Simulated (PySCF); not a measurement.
**A diatomic session: SiO+**

What are the lowest state that PBE0 finds, the bond length, vibrational wavenumber and bond energy of SiO+, and how much do these hang on the method?

Method: Si def2-SVPD, O def2-SVPD, no relativity; program: PySCF 2.14.0.

### 1 Input

Settings of the job:

| Property | Result |
| --- | --- |
| atoms | Si, O |
| charge | 1 |
| basis | Si def2-SVPD, O def2-SVPD |
| Hamiltonian | no relativity |
| basis functions | 47 |
| electrons treated | 21 |
| masses in u | 27.9769, 15.9949 |
| levels | PBE0, PBE, r²SCAN, TPSS, BHandHLYP, revPBE, LC-ωPBE, HF, MP2, SCS-MP2, CCSD, CCSD(T) |
| grid | 80 radial by 434 angular points |
| occupations | held fixed by the projection of orbital angular momentum |
| dissociation limit | Si+ + O, each in its ground configuration |
| starting distance in angstrom | 1.815 |
| values of 2S to try | 1, 3 |

Launch:

```console
$ OMP_NUM_THREADS=1 python dia.py task.json out
```

The job searches for the state first and then visits each distance with every level. Its results follow level by level.

### 2 State search with unrestricted PBE0

Unrestricted PBE0 solutions at 1.815 Å, counted from the lowest. The search isn't exhaustive.

```csv
2Ms+1,unpaired,term,E (eV),⟨S²⟩,⟨Lz²⟩,μ (D)
2,π ↑,²Π,0.00,0.76,1.01,-3.77
2,σ ↑,²Σ⁺,0.72,0.78,0.00,-4.91
4,"σ ↑, π ↑↑",not assigned,3.36,3.76,2.01,-3.08
4,"σ ↑, π ↑↑",not assigned,3.62,3.76,2.01,-3.06
2,"σ ↑, π ↑↓",not assigned,4.23,1.78,2.01,-2.38
2,"σ ↓, π ↑↑",not assigned,4.30,1.77,2.01,-2.73
```

6 of 9 solutions are listed, lowest first.

A term symbol stands only where ⟨S²⟩ and ⟨Lz²⟩ are near those of a pure state. A positive dipole points from Si to O; in an ion it is taken about the centre of mass and does not tell which atom is negative.

Followed over a short scan are these candidates:

```csv
2Ms+1,unpaired,R at minimum (Å),energy at minimum (eV)
2,σ ↑,1.55,0.00
2,π ↑,1.68,0.07
4,"σ ↑, π ↑↑",1.76,3.64
```

The search made 9 SCF attempts at the starting distance; with the short scans it took 8.5 s of wall time (1 thread of Oxide Virtual Turin-like (Zen 5), shared host).

### 3 The PBE0 curve of the state that the search chose

State followed: ²Σ⁺ (doublet), unpaired electrons σ ↑. The scan is laid around 1.546 Å.

Output of the SCF at 1.546 Å:

```text
******** <class 'pyscf.dft.uks_symm.SymAdaptedUKS'> ********
method = SymAdaptedUKS
initial guess = minao
damping factor = 0
level_shift factor = 0
DIIS = <class 'pyscf.scf.diis.CDIIS'>
diis_start_cycle = 1
diis_space = 10
diis_damp = 0
SCF conv_tol = 1e-09
SCF conv_tol_grad = None
SCF max_cycles = 60
direct_scf = False
max_memory 909 MB (current use 302 MB)
number electrons alpha = 11  beta = 10
XC library pyscf.dft.libxc version 7.0.0
    S. Lehtola, C. Steigemann, M. J.T. Oliveira, and M. A.L. Marques.,  SoftwareX 7, 1–5 (2018)
XC functionals = PBE0
    C. Adamo and V. Barone.,  J. Chem. Phys. 110, 6158 (1999)
    M. Ernzerhof and G. E. Scuseria.,  J. Chem. Phys. 110, 5029 (1999)
small_rho_cutoff = 0
Overwritten attributes  get_hcore get_occ get_jk get_k get_j  of <class 'pyscf.dft.uks_symm.SymAdaptedUKS'>
<class 'pyscf.dft.uks_symm.SymAdaptedUKS'> does not have attributes  refdm
Set gradient conv threshold to 3.16228e-05
init E= -363.956444035086
cycle= 1 E= -363.944820067046  delta_E= 0.0116  |g|= 0.00377  |ddm|= 0.0175
cycle= 2 E= -363.944797260456  delta_E= 2.28e-05  |g|= 0.00869  |ddm|= 0.0109
cycle= 3 E= -363.944830121961  delta_E= -3.29e-05  |g|= 0.00124  |ddm|= 0.00692
cycle= 4 E= -363.944831245258  delta_E= -1.12e-06  |g|= 0.00066  |ddm|= 0.00242
cycle= 5 E= -363.944831875203  delta_E= -6.3e-07  |g|= 0.000136  |ddm|= 0.00198
cycle= 6 E= -363.944831983458  delta_E= -1.08e-07  |g|= 5.72e-05  |ddm|= 0.00121
cycle= 7 E= -363.944831989911  delta_E= -6.45e-09  |g|= 2.05e-05  |ddm|= 0.000222
cycle= 8 E= -363.944831990845  delta_E= -9.35e-10  |g|= 3.56e-06  |ddm|= 7.15e-05
Extra cycle  E= -363.944831990856  delta_E= -1.05e-11  |g|= 6.25e-06  |ddm|= 1.17e-05
converged SCF energy = -363.944831990856  <S^2> = 0.76276999  2S+1 = 2.0127295
```

Points of the scan, energies from the lowest:

```csv
R (Å),E (eV),μ (D),Mulliken charge of Si (e),Mayer bond order,⟨S²⟩,HOMO (eV),LUMO (eV)
1.3296,1.6515,-4.50,1.30,2.74,0.76,-18.32,-14.14
1.3914,0.7165,-4.53,1.31,2.60,0.76,-18.35,-14.17
1.4532,0.2139,-4.55,1.33,2.45,0.76,-18.22,-14.16
1.4996,0.0422,-4.55,1.35,2.33,0.76,-17.97,-14.13
1.5460,0.0000,-4.56,1.36,2.21,0.76,-17.73,-14.08
1.5924,0.0546,-4.57,1.37,2.09,0.77,-17.49,-14.00
1.6542,0.2349,-4.62,1.38,1.93,0.77,-17.17,-13.87
1.7315,0.5741,-4.73,1.39,1.76,0.77,-16.77,-13.67
1.8243,1.0747,-4.93,1.39,1.58,0.78,-16.29,-13.41
1.9480,1.8037,-5.27,1.38,1.42,0.80,-15.67,-13.05
```

The fit gives Re = 1.541 Å, ωe = 1111 cm⁻¹, ωexe = 6.79 cm⁻¹, αe = 0.00596 cm⁻¹, Be = 0.6977 cm⁻¹, De = 4.41 eV, μ = -4.56 D.

Orbitals nearest the gap at 1.546 Å:

```csv
spin,orbital,ε (eV),filled,made of
α,σ,-35.43,yes,O s 82 %
β,σ,-34.22,yes,"O s 80 %, Si s 9 %"
α,σ,-21.95,yes,"O p 49 %, Si s 38 %, O s 11 %"
β,σ,-19.74,yes,"Si s 60 %, O p 27 %, O s 12 %"
α,σ,-18.37,yes,"Si p 32 %, Si s 32 %, O p 28 %"
α,π,-18.15,yes,"O p 84 %, Si p 13 %"
α,π,-18.15,yes,"O p 84 %, Si p 13 %"
β,π,-17.73,yes,"O p 81 %, Si p 14 %"
β,π,-17.73,yes,"O p 81 %, Si p 14 %"
β,σ,-14.08,no,"O p 41 %, Si p 32 %, Si s 16 %"
α,π,-10.03,no,"Si p 84 %, O p 10 %"
α,π,-10.03,no,"Si p 84 %, O p 10 %"
β,π,-9.38,no,"Si p 85 %, O p 11 %"
```

Polarisability there: 34.2 bohr³ along the bond, 28.3 across it.

### 4 Orbitals, density and potential

Orbitals, density, ELF and potential are computed afterwards from the orbital file.

Frontier orbitals at PBE0 (alpha spin), with the share of their density that lies nearest to each atom:

```csv
orbital,energy (eV),lies on
HOMO,-18.15,O2 87 %; Si1 13 %
LUMO,-10.03,Si1 86 %; O2 14 %
```

ELF in a plane through or near 2 of the atoms.

Ten even steps from ' ' (0.00) to '@' (1.00):
```
                                                        
                                                        
              ..........                                
        ..--==++****==--::............                  
        ::++**%%%%##**==--::::::::::....                
      ::**%%@@@@@@%%##**++++==========--..              
    ..++@@@@@@@@@@%%**++++********##**++--....          
  ..--##@@@@@@@@++--......==##%%%%%%%%##++::..          
  ::==%%@@@@@@%%....**++::..########%%%%**--::..        
  ::++@@@@@@@@**::**%%%%**..**==++****%%##==::..        
  ::++@@@@@@@@**::**%%%%**..**====++**%%##==::..        
  ::==%%@@@@@@%%....**++::..##%%####%%%%**--::..        
  ..--##@@@@@@@@++--......==##%%%%%%%%##++::..          
    ..++@@@@@@@@@@%%**++++********##**++--....          
      ::**%%@@@@@@%%##**++++==========--..              
        ::++**%%%%##**==--::::::::::....                
        ..--==++****==--::............                  
              ..........                                
                                                        
                                                        
```
The map spans 6.7 Å across and 5.2 Å up, centred on the molecule. Atoms in the plane (x, y in Å): Si1 (-0.8, 0.0), O2 (0.8, 0.0).

On the surface of density 0.002 e/bohr³ the electrostatic potential runs, from the 1st to the 99th percentile, from 4.41 V near O2 to 9.24 V near Si1.

The spin density lies nearest to O2 51 %; Si1 49 %.

### 5 Other states along the same grid

State 2: ²Π (doublet), unpaired electrons π ↑, an excited solution.

The SCF at the reference distance, 1.546 Å, printed:

```text
[... 13 set-up lines left out, the same as in an earlier log ...]
max_memory 909 MB (current use 333 MB)
[... 8 set-up lines left out, the same as in an earlier log ...]
init E= -363.938314367161
cycle= 1 E= -363.930196084709  delta_E= 0.00812  |g|= 0.00235  |ddm|= 0.0184
cycle= 2 E= -363.930197257321  delta_E= -1.17e-06  |g|= 0.00201  |ddm|= 0.005
cycle= 3 E= -363.930198781103  delta_E= -1.52e-06  |g|= 0.000746  |ddm|= 0.0022
cycle= 4 E= -363.930199018151  delta_E= -2.37e-07  |g|= 6.48e-05  |ddm|= 0.000709
cycle= 5 E= -363.930199021214  delta_E= -3.06e-09  |g|= 1.2e-05  |ddm|= 8.81e-05
cycle= 6 E= -363.930199021555  delta_E= -3.41e-10  |g|= 3.45e-06  |ddm|= 3.68e-05
Extra cycle  E= -363.930199021579  delta_E= -2.38e-11  |g|= 1.61e-06  |ddm|= 8.76e-06
converged SCF energy = -363.930199021579  <S^2> = 0.75328427  2S+1 = 2.0032816
```

Re = 1.676 Å, ωe = 900 cm⁻¹, ωexe = 4.09 cm⁻¹, αe = 0.00431 cm⁻¹, Be = 0.5894 cm⁻¹, μ = -3.12 D. Its minimum lies 0.07 eV above that of the lowest state.

State 3: quartet, unpaired electrons σ ↑, π ↑↑, an excited solution.

Log of the SCF at 1.546 Å:

```text
[... 14 set-up lines left out, the same as in an earlier log ...]
number electrons alpha = 12  beta = 9
[... 7 set-up lines left out, the same as in an earlier log ...]
init E= -363.797856979746
cycle= 1 E= -363.790323984085  delta_E= 0.00753  |g|= 0.00254  |ddm|= 0.0165
cycle= 2 E= -363.790326768583  delta_E= -2.78e-06  |g|= 0.00137  |ddm|= 0.00405
cycle= 3 E= -363.790327407699  delta_E= -6.39e-07  |g|= 0.00101  |ddm|= 0.00267
cycle= 4 E= -363.790327886154  delta_E= -4.78e-07  |g|= 0.000189  |ddm|= 0.000805
cycle= 5 E= -363.790327959959  delta_E= -7.38e-08  |g|= 3.41e-05  |ddm|= 0.000825
cycle= 6 E= -363.790327962647  delta_E= -2.69e-09  |g|= 8.37e-06  |ddm|= 0.000161
cycle= 7 E= -363.790327962789  delta_E= -1.42e-10  |g|= 2.17e-06  |ddm|= 2.53e-05
Extra cycle  E= -363.790327962797  delta_E= -8.53e-12  |g|= 1.08e-06  |ddm|= 4.94e-06
converged SCF energy = -363.790327962797  <S^2> = 3.7540524  2S+1 = 4.0020257
```

Re = 1.752 Å, ωe = 646 cm⁻¹; the determinant mixes terms (⟨S²⟩ = 3.76, ⟨Lz²⟩ = 2.01), so these belong to no real state. Its minimum lies 3.64 eV above that of the lowest state.

Energy (eV) from the lowest point of the lowest state:

```csv
R (Å),lowest,state 2,state 3
1.330,1.652,3.627,7.727
1.391,0.716,2.179,6.192
1.453,0.214,1.212,5.142
1.500,0.042,0.726,4.594
1.546,0.000,0.398,4.204
1.592,0.055,0.197,3.940
1.654,0.235,0.081,3.734
1.732,0.574,0.115,3.640
1.824,1.075,0.334,3.670
1.948,1.804,0.803,3.808
```

### 6 PBE

Log of the SCF at 1.546 Å:

```text
[... 17 set-up lines left out, the same as in an earlier log ...]
XC functionals = PBE
    J. P. Perdew, K. Burke, and M. Ernzerhof.,  Phys. Rev. Lett. 77, 3865 (1996)
    J. P. Perdew, K. Burke, and M. Ernzerhof.,  Phys. Rev. Lett. 78, 1396 (1997)
    J. P. Perdew, K. Burke, and M. Ernzerhof.,  Phys. Rev. Lett. 77, 3865 (1996)
    J. P. Perdew, K. Burke, and M. Ernzerhof.,  Phys. Rev. Lett. 78, 1396 (1997)
[... 2 set-up lines left out, the same as in an earlier log ...]
init E= -363.934498261592
cycle= 1 E= -363.934023578533  delta_E= 0.000475  |g|= 0.072  |ddm|= 0.144
cycle= 2 E= -363.874154117654  delta_E= 0.0599  |g|= 0.362  |ddm|= 0.372
cycle= 3 E= -363.936630435543  delta_E= -0.0625  |g|= 0.0183  |ddm|= 0.285
cycle= 4 E= -363.936820249854  delta_E= -0.00019  |g|= 0.00171  |ddm|= 0.0214
cycle= 5 E= -363.936824146647  delta_E= -3.9e-06  |g|= 0.00105  |ddm|= 0.00548
cycle= 6 E= -363.936825234618  delta_E= -1.09e-06  |g|= 0.000342  |ddm|= 0.00241
cycle= 7 E= -363.936825305271  delta_E= -7.07e-08  |g|= 4.77e-05  |ddm|= 0.000454
cycle= 8 E= -363.936825307024  delta_E= -1.75e-09  |g|= 2.59e-05  |ddm|= 8.8e-05
cycle= 9 E= -363.93682530734  delta_E= -3.16e-10  |g|= 8.61e-06  |ddm|= 2.46e-05
Extra cycle  E= -363.93682530631  delta_E= 1.03e-09  |g|= 4.75e-05  |ddm|= 4.55e-05
converged SCF energy = -363.93682530631  <S^2> = 0.75472377  2S+1 = 2.0047182
```

Re = 1.551 Å, ωe = 1109 cm⁻¹, ωexe = 6.80 cm⁻¹, αe = 0.00559 cm⁻¹, Be = 0.6882 cm⁻¹, De = 5.12 eV, μ = -4.45 D. 8.3 s of CPU time for 12 points, integrals apart.

### 7 r²SCAN (meta-GGA)

Output of the SCF at 1.546 Å:

```text
[... 17 set-up lines left out, the same as in an earlier log ...]
XC functionals = R2SCAN
    J. W. Furness, A. D. Kaplan, J. Ning, J. P. Perdew, and J. Sun.,  J. Phys. Chem. Lett. 11, 8208-8215 (2020)
    J. W. Furness, A. D. Kaplan, J. Ning, J. P. Perdew, and J. Sun.,  J. Phys. Chem. Lett. 11, 9248-9248 (2020)
    J. W. Furness, A. D. Kaplan, J. Ning, J. P. Perdew, and J. Sun.,  J. Phys. Chem. Lett. 11, 8208-8215 (2020)
    J. W. Furness, A. D. Kaplan, J. Ning, J. P. Perdew, and J. Sun.,  J. Phys. Chem. Lett. 11, 9248-9248 (2020)
[... 2 set-up lines left out, the same as in an earlier log ...]
init E= -364.086002801925
cycle= 1 E= -364.086813028211  delta_E= -0.00081  |g|= 0.00623  |ddm|= 0.152
cycle= 2 E= -364.086792151486  delta_E= 2.09e-05  |g|= 0.0124  |ddm|= 0.0181
cycle= 3 E= -364.086834477996  delta_E= -4.23e-05  |g|= 0.00815  |ddm|= 0.0161
cycle= 4 E= -364.086869411077  delta_E= -3.49e-05  |g|= 0.00139  |ddm|= 0.00963
cycle= 5 E= -364.086871717026  delta_E= -2.31e-06  |g|= 0.000341  |ddm|= 0.00458
cycle= 6 E= -364.086871872275  delta_E= -1.55e-07  |g|= 8.96e-05  |ddm|= 0.000861
cycle= 7 E= -364.086871894526  delta_E= -2.23e-08  |g|= 4.18e-05  |ddm|= 0.000419
cycle= 8 E= -364.086871896315  delta_E= -1.79e-09  |g|= 5.28e-06  |ddm|= 0.000101
cycle= 9 E= -364.086871896423  delta_E= -1.08e-10  |g|= 1.62e-06  |ddm|= 3.57e-05
Extra cycle  E= -364.086871896402  delta_E= 2.17e-11  |g|= 6.99e-06  |ddm|= 7.11e-06
converged SCF energy = -364.086871896402  <S^2> = 0.76221978  2S+1 = 2.0121827
```

Re = 1.539 Å, ωe = 1132 cm⁻¹, ωexe = 7.18 cm⁻¹, αe = 0.00589 cm⁻¹, Be = 0.6991 cm⁻¹, De = 4.82 eV, μ = -4.58 D. 12 s of CPU time for 12 points, integrals apart.

[end of part 1 of 2]
